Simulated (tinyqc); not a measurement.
Inside a calculation (part 2 of 2). Method: coupled-perturbed Hartree-Fock on RHF in the sto-3g basis, for H3O+, spin multiplicity 1. Computed by tinyqc, a small Python program that keeps every step (integrals from PySCF). Command: `OMP_NUM_THREADS=1 python tinyqc.py 27815 27816 out.jsonl` (the two numbers bound the seeds that draw the settings). One thread of a shared host (Intel(R) Xeon(R) Processor @ 2.60GHz), about 0.2 s of CPU time with the checks.

Geometry (angstrom):
```
atom          x          y         z
O      0.000000   0.000000  0.348000
H      0.935000   0.000000  0.000000
H     -0.468000   0.810000  0.000000
H     -0.468000  -0.810000  0.000000
```

## Convergence

Stop when the energy changes by less than 1e-10 hartree and every element of the error matrix X^T (F D S - S D F) X is below 3e-06.

Course of the cycle:
```
iteration   E (hartree)     change  largest element of the error matrix
1          -75.10811914          -                             4.82e-01
2          -75.31433124  -2.06e-01                             9.74e-02
3          -75.32802418  -1.37e-02                             1.59e-02
4          -75.32868653  -6.62e-04                             3.57e-03
5          -75.32872270  -3.62e-05                             1.13e-03
6          -75.32872716  -4.46e-06                             8.77e-06
7          -75.32872716  -1.26e-10                             1.02e-07
8          -75.32872716  -5.68e-14                             2.62e-08
```

PySCF RHF in the same basis = -75.32872716 hartree

Converged in 8 iterations.

## Integrals over molecular orbitals

coefficients C, order 1O 1s, 1O 2s, 1O 2px, 1O 2py, 1O 2pz, 2H 1s, 3H 1s, 4H 1s:
$$\begin{pmatrix}
0.994052 & -0.238484 & 0.000027 & 0.000000 & -0.068013 & -0.155211 & 0.000000 & 0.000222 \\
0.027232 & 0.869611 & -0.000166 & 0.000000 & 0.335477 & 1.014656 & 0.000000 & -0.001633 \\
0.000002 & 0.000059 & 0.707404 & 0.000000 & 0.000157 & -0.001164 & 0.000000 & -0.904284 \\
0.000000 & 0.000000 & 0.000000 & 0.707500 & 0.000000 & 0.000000 & 0.903928 & 0.000000 \\
-0.003078 & -0.125904 & -0.000165 & 0.000000 & 0.928966 & -0.435457 & 0.000000 & 0.000696 \\
-0.004920 & 0.096748 & 0.405676 & 0.000000 & -0.103174 & -0.643707 & 0.000000 & 0.978467 \\
-0.004915 & 0.096650 & -0.202911 & 0.351375 & -0.103223 & -0.645173 & -0.846441 & -0.487933 \\
-0.004915 & 0.096650 & -0.202911 & -0.351375 & -0.103223 & -0.645173 & 0.846441 & -0.487933
\end{pmatrix}$$

core Hamiltonian H = T + V (hartree), order 1O 1s, 1O 2s, 1O 2px, 1O 2py, 1O 2pz, 2H 1s, 3H 1s, 4H 1s:
$$\begin{pmatrix}
-33.206029 & -7.727633 & -0.000004 & 0.000000 & 0.014940 & -1.612680 & -1.610952 & -1.610952 \\
-7.727633 & -9.818315 & -0.000024 & 0.000000 & 0.178167 & -3.679985 & -3.677263 & -3.677263 \\
-0.000004 & -0.000024 & -8.060207 & 0.000000 & 0.000033 & -2.429238 & 1.214737 & 1.214737 \\
0.000000 & 0.000000 & 0.000000 & -8.060004 & 0.000000 & 0.000000 & -2.102396 & 2.102396 \\
0.014940 & 0.178167 & 0.000033 & 0.000000 & -7.951784 & 0.957362 & 0.956439 & 0.956439 \\
-1.612680 & -3.679985 & -2.429238 & 0.000000 & 0.957362 & -5.230043 & -1.434632 & -1.434632 \\
-1.610952 & -3.677263 & 1.214737 & -2.102396 & 0.956439 & -1.434632 & -5.228427 & -1.434423 \\
-1.610952 & -3.677263 & 1.214737 & 2.102396 & 0.956439 & -1.434632 & -1.434423 & -5.228427
\end{pmatrix}$$

Given earlier and not repeated: Two-electron integrals (ij|kl) in chemists' order.

(pq|rs) = sum C_ip C_jq C_kr C_ls (ij|kl), one index at a time.

one-electron integrals over orbitals h = C^T H C (hartree):
$$\begin{pmatrix}
-33.188307 & 0.563889 & -0.000064 & 0.000000 & 0.152533 & 0.348767 & 0.000000 & -0.000500 \\
0.563889 & -8.201845 & -0.000040 & 0.000000 & -0.181629 & -1.444407 & 0.000000 & 0.002075 \\
-0.000064 & -0.000040 & -7.062229 & 0.000000 & 0.000229 & 0.002560 & 0.000000 & 1.715252 \\
0.000000 & 0.000000 & 0.000000 & -7.061946 & 0.000000 & 0.000000 & -1.715243 & 0.000000 \\
0.152533 & -0.181629 & 0.000229 & 0.000000 & -7.771929 & 0.646129 & 0.000000 & -0.000560 \\
0.348767 & -1.444407 & 0.002560 & 0.000000 & 0.646129 & -5.154498 & 0.000000 & -0.000468 \\
0.000000 & 0.000000 & 0.000000 & -1.715243 & 0.000000 & 0.000000 & -5.587887 & 0.000000 \\
-0.000500 & 0.002075 & 1.715252 & 0.000000 & -0.000560 & -0.000468 & 0.000000 & -5.588375
\end{pmatrix}$$

Two-electron integrals over orbitals (pq|rs), unique and non-zero (hartree):
```
(11|11) 4.744015    (21|11) -0.426025   (21|21) 0.060865    (22|11) 1.024859
(22|21) -0.014286   (22|22) 0.733993    (31|11) 0.000049    (31|21) -0.000005
(31|22) 0.000008    (31|31) 0.014239    (32|11) 1.28e-06    (32|21) 3.71e-06
(32|22) 0.000043    (32|31) 0.021400    (32|32) 0.139082    (33|11) 0.868992
(33|21) -0.006294   (33|22) 0.663544    (33|31) 0.002287    (33|32) 0.032704
(33|33) 0.668256    (41|41) 0.014242    (42|41) 0.021401    (42|42) 0.139046
(43|41) -0.002293   (43|42) -0.032739   (43|43) 0.041159    (44|11) 0.868997
(44|21) -0.006295   (44|22) 0.663510    (44|31) -0.002291   (44|32) -0.032733
(44|33) 0.585987    (44|44) 0.668248    (51|11) -0.120328   (51|21) 0.013857
(51|22) -0.013841   (51|31) -3.13e-06   (51|32) -8.99e-07   (51|33) -0.004019
(51|44) -0.004018   (51|51) 0.027595    (52|11) 0.061372    (52|21) -0.007280
(52|22) -0.020901   (52|31) -4.50e-07   (52|32) -1.54e-06   (52|33) 0.004835
(52|44) 0.004839    (52|51) 0.027744    (52|52) 0.134347    (53|11) -0.000053
(53|21) 2.19e-06    (53|22) -0.000018   (53|31) 0.003985    (53|32) 0.004711
(53|33) -0.005194   (53|44) 0.005160    (53|51) -3.76e-06   (53|52) -0.000017
(53|53) 0.036805    (54|41) 0.003986    (54|42) 0.004716    (54|43) 0.005177
(54|54) 0.036808    (55|11) 1.084179    (55|21) -0.013927   (55|22) 0.725529
(55|31) 3.01e-07    (55|32) -2.72e-06   (55|33) 0.650172    (55|44) 0.650167
(55|51) 0.012244    (55|52) 0.083724    (55|53) -0.000040   (55|55) 0.867777
(61|11) -0.277410   (61|21) 0.041075    (61|22) -0.006513   (61|31) -0.000024
(61|32) -0.000027   (61|33) -0.003575   (61|44) -0.003570   (61|51) 0.001558
(61|52) -0.013732   (61|53) -3.25e-06   (61|55) -0.013697   (61|61) 0.030226
(62|11) 0.331066    (62|21) -0.009135   (62|22) 0.147183    (62|31) -0.000017
(62|32) -0.000075   (62|33) 0.102027    (62|44) 0.102028    (62|51) -0.014022
(62|52) -0.024544   (62|53) -0.000029   (62|55) 0.141957    (62|61) -0.002266
(62|62) 0.084975    (63|11) -0.000531   (63|21) 0.000011    (63|22) -0.000247
(63|31) 0.006598    (63|32) -0.009338   (63|33) -0.023259   (63|44) 0.022882
(63|51) 2.39e-08    (63|52) -0.000051   (63|53) 0.007605    (63|55) -0.000278
(63|61) -1.35e-06   (63|62) -0.000152   (63|63) 0.050499    (64|41) 0.006597
(64|42) -0.009378   (64|43) 0.023078    (64|54) 0.007624    (64|64) 0.050603
(65|11) -0.131100   (65|21) -0.000485   (65|22) -0.074978   (65|31) -0.000009
(65|32) -0.000055   (65|33) -0.043838   (65|44) -0.043805   (65|51) 0.012587
(65|52) 0.034573    (65|53) -0.000028   (65|55) -0.066443   (65|61) -0.004351
(65|62) -0.048977   (65|63) 0.000073    (65|65) 0.037749    (66|11) 0.682487
(66|21) -0.006486   (66|22) 0.541483    (66|31) -0.000029   (66|32) -0.000229
(66|33) 0.510747    (66|44) 0.510922    (66|51) -0.016554   (66|52) -0.054191
(66|53) 0.000035    (66|55) 0.503004    (66|61) 0.000406    (66|62) 0.066408
(66|63) 0.000034    (66|65) -0.039127   (66|66) 0.487501    (71|41) 0.015874
(71|42) 0.022450    (71|43) -0.002113   (71|54) 0.004484    (71|64) 0.006968
(71|71) 0.017730    (72|41) 0.014591    (72|42) 0.047007    (72|43) 0.011842
(72|54) 0.018953    (72|64) 0.035604    (72|71) 0.015540    (72|72) 0.051757
(73|41) 0.002750    (73|42) 0.038076    (73|43) -0.004261   (73|54) -0.006121
(73|64) -0.023948   (73|71) 0.003117    (73|72) -0.002070   (73|73) 0.033049
(74|11) 0.365688    (74|21) -0.007465   (74|22) 0.156807    (74|31) 0.002752
(74|32) 0.038088    (74|33) 0.128417    (74|44) 0.119942    (74|51) 0.000655
(74|52) 0.038342    (74|53) -0.006133   (74|55) 0.187088    (74|61) -0.005516
(74|62) 0.080713    (74|63) -0.024038   (74|65) -0.033587   (74|66) 0.041826
(74|74) 0.147308    (75|41) 0.006447    (75|42) 0.039736    (75|43) -0.012206
(75|54) 0.022080    (75|64) -0.014575   (75|71) 0.007055    (75|72) 0.010876
(75|73) 0.014619    (75|75) 0.032745    (76|41) 0.012069    (76|42) 0.095156
(76|43) -0.040096   (76|54) -0.013816   (76|64) -0.045262   (76|71) 0.012948
(76|72) 0.000526    (76|73) 0.048181    (76|75) 0.031716    (76|76) 0.114001
(77|11) 0.782950    (77|21) -0.007746   (77|22) 0.580925    (77|31) -0.000622
(77|32) -0.031974   (77|33) 0.523593    (77|44) 0.596682    (77|51) -0.002790
(77|52) 0.001778    (77|53) 0.011234    (77|55) 0.573132    (77|61) -0.004674
(77|62) 0.070124    (77|63) 0.039514    (77|65) -0.025743   (77|66) 0.490003
(77|74) 0.062463    (77|77) 0.578332    (81|11) 0.000399    (81|21) -0.000061
(81|22) 4.46e-06    (81|31) -0.015877   (81|32) -0.022457   (81|33) -0.002101
(81|44) 0.002117    (81|51) -4.60e-06   (81|52) 0.000016    (81|53) -0.004485
(81|55) 0.000018    (81|61) -0.000020   (81|62) 0.000025    (81|63) -0.006972
(81|65) 0.000014    (81|66) 0.000034    (81|74) -0.003113   (81|77) 0.000568
(81|81) 0.017741    (82|11) -0.000489   (82|21) 0.000013    (82|22) -0.000215
(82|31) -0.014590   (82|32) -0.046985   (82|33) 0.011712    (82|44) -0.011987
(82|51) 0.000017    (82|52) 0.000016    (82|53) -0.018955   (82|55) -0.000211
(82|61) 0.000025    (82|62) -0.000059   (82|63) -0.035600   (82|65) 0.000079
(82|66) -0.000079   (82|74) 0.001949    (82|77) -0.021771   (82|81) 0.015545
(82|82) 0.051762    (83|11) -0.365709   (83|21) 0.007467    (83|22) -0.156776
(83|31) 0.002743    (83|32) 0.038090    (83|33) -0.119921   (83|44) -0.128453
(83|51) -0.000656   (83|52) -0.038347   (83|53) -0.006101   (83|55) -0.187088
(83|61) 0.005510    (83|62) -0.080721   (83|63) -0.023752   (83|65) 0.033544
(83|66) -0.042055   (83|74) -0.083142   (83|77) -0.097725   (83|81) -0.003119
(83|82) 0.002229    (83|83) 0.147346    (84|41) -0.002760   (84|42) -0.038059
(84|43) 0.004224    (84|54) 0.006104    (84|64) 0.023873    (84|71) -0.003128
(84|72) 0.002015    (84|73) -0.031067   (84|75) -0.014601   (84|76) -0.048111
(84|84) 0.032979    (85|11) 0.000115    (85|21) 1.13e-06    (85|22) 0.000060
(85|31) -0.006448   (85|32) -0.039747   (85|33) -0.012144   (85|44) 0.012233
(85|51) -0.000019   (85|52) -0.000060   (85|53) -0.022084   (85|55) 0.000046
(85|61) 0.000016    (85|62) 0.000073    (85|63) 0.014544    (85|65) -1.28e-06
(85|66) 0.000121    (85|74) -0.014592   (85|77) 0.015172    (85|81) 0.007059
(85|82) 0.010879    (85|83) -0.014658   (85|85) 0.032751    (86|11) 0.000081
(86|21) -1.95e-06   (86|22) -4.63e-06   (86|31) -0.012069   (86|32) -0.095115
(86|33) -0.039915   (86|44) 0.040027    (86|51) 0.000018    (86|52) 0.000069
(86|53) 0.013786    (86|55) 0.000065    (86|61) 0.000011    (86|62) 0.000017
(86|63) 0.045075    (86|65) 0.000066    (86|66) 0.000266    (86|74) -0.048099
(86|77) 0.059212    (86|81) 0.012953    (86|82) 0.000569    (86|83) -0.048208
(86|85) 0.031677    (86|86) 0.113724    (87|41) 0.000605    (87|42) 0.031829
(87|43) -0.036517   (87|54) -0.011232   (87|64) -0.039614   (87|71) 0.000542
(87|72) -0.021674   (87|73) 0.017558    (87|75) 0.015112    (87|76) 0.059147
(87|84) -0.017494   (87|87) 0.048610    (88|11) 0.783142    (88|21) -0.007751
(88|22) 0.581023    (88|31) 0.000656    (88|32) 0.032211    (88|33) 0.596837
(88|44) 0.523532    (88|51) -0.002790   (88|52) 0.001794    (88|53) -0.011279
(88|55) 0.573220    (88|61) -0.004680   (88|62) 0.070186    (88|63) -0.039855
(88|65) -0.025802   (88|66) 0.489745    (88|74) 0.097842    (88|77) 0.480730
(88|81) -0.000589   (88|82) 0.021562    (88|83) -0.062375   (88|85) -0.015206
(88|86) -0.059397   (88|88) 0.578681
```

## Response to a field: uncoupled start

orbital energies (hartree): MO1 -20.867180, MO2 -1.786311, MO3 -1.087869, MO4 -1.087631, MO5 -0.919613, MO6 0.088736, MO7 0.244087, MO8 0.244555

dipole integrals <a|y|i> (bohr), order a6, a7, a8:
$$\begin{pmatrix}
0.000000 & 0.000000 & 0.000000 & -0.661658 & 0.000000 \\
0.051095 & -0.118407 & 0.479067 & 0.000000 & 0.342424 \\
0.000000 & 0.000000 & 0.000000 & -0.478081 & 0.000000
\end{pmatrix}$$

Field along y; U_ai = -mu_ai / (e_a - e_i), alpha = -4 sum U_ai mu_ai.

uncoupled U, order a6, a7, a8:
$$\begin{pmatrix}
0.000000 & 0.000000 & 0.000000 & 0.562458 & 0.000000 \\
-0.002420 & 0.058317 & -0.359672 & 0.000000 & -0.294254 \\
0.000000 & 0.000000 & 0.000000 & 0.358869 & 0.000000
\end{pmatrix}$$

uncoupled polarisability = 3.295272 bohr^3

## Coupled step 1

U_ai = -(mu_ai + sum_bj [4 (ai|bj) - (ab|ij) - (aj|bi)] U_bj) / (e_a - e_i); alpha = -4 sum U_ai mu_ai.

U after step 1, order a6, a7, a8:
$$\begin{pmatrix}
0.000000 & 0.000000 & 0.000000 & 0.713821 & 0.000000 \\
-0.002548 & 0.093455 & -0.453577 & 0.000000 & -0.390435 \\
0.000000 & 0.000000 & 0.000000 & 0.452577 & 0.000000
\end{pmatrix}$$

polarisability = 4.203427 bohr^3

## Coupled step 2

As before.

U after step 2, order a6, a7, a8:
$$\begin{pmatrix}
0.000000 & 0.000000 & 0.000000 & 0.755095 & 0.000000 \\
-0.002598 & 0.107159 & -0.477902 & 0.000000 & -0.423941 \\
0.000000 & 0.000000 & 0.000000 & 0.476854 & 0.000000
\end{pmatrix}$$

polarisability = 4.458096 bohr^3

## Coupled polarisability

Repeat until U stops changing; compare with -d2E/dF2.

Course of the coupled iterations:
```
step  alpha (bohr^3)
0           3.295272
1           4.203427
2           4.458096
3           4.530697
4           4.551757
5           4.557989
6           4.559879
7           4.560468
8           4.560658
9           4.560722
10          4.560745
11          4.560753
12          4.560756
13          4.560757
14          4.560757
15          4.560758
16          4.560758
17          4.560758
18          4.560758
19          4.560758
```

coupled polarisability = 4.560758 bohr^3

finite-field check, fields of +/-0.001 au = 4.560758 bohr^3
